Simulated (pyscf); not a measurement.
PySCF, gas phase, ωB97X-D3(BJ)/def2-SVP geometries.

List the bond dissociation enthalpies at 298 K of H₃C–CH₂–SiH₂–Cl from ωB97M-D3(BJ)/def2-TZVP, from the weakest bond up.

C–C to CH₃• + •H₂C–SiH₂–Cl: 365.1 kJ/mol; C–Si to •H₂C–CH₃ + •H₂Si–Cl: 366.4 kJ/mol; H–Si to H₃C–CH₂–SiH•–Cl + H•: 388.6 kJ/mol; C–H to H₃C–CH•–SiH₂–Cl + H•: 403.0 kJ/mol; C–H to •H₂C–CH₂–SiH₂–Cl + H•: 409.7 kJ/mol; Cl–Si to H₃C–CH₂–SiH₂• + Cl•: 474.9 kJ/mol. Ring and multiple bonds, and those that leave no two simple radicals, are not listed. •H₂C–SiH₂–Cl lies 46.5 kJ/mol over its isomer H₃C–SiH•–Cl, and others may lie lower still (electronic energy, ωB97M-D3(BJ)). •H₂C–CH₂–SiH₂–Cl lies 91.7 kJ/mol over its isomer H₃C–Si•(CH₃)–Cl, and others may lie lower still (electronic energy, ωB97M-D3(BJ)). Other isomers of •H₂C–CH₃ were not searched in full and may lie lower. Left out: the spin-orbit lowering of Cl.
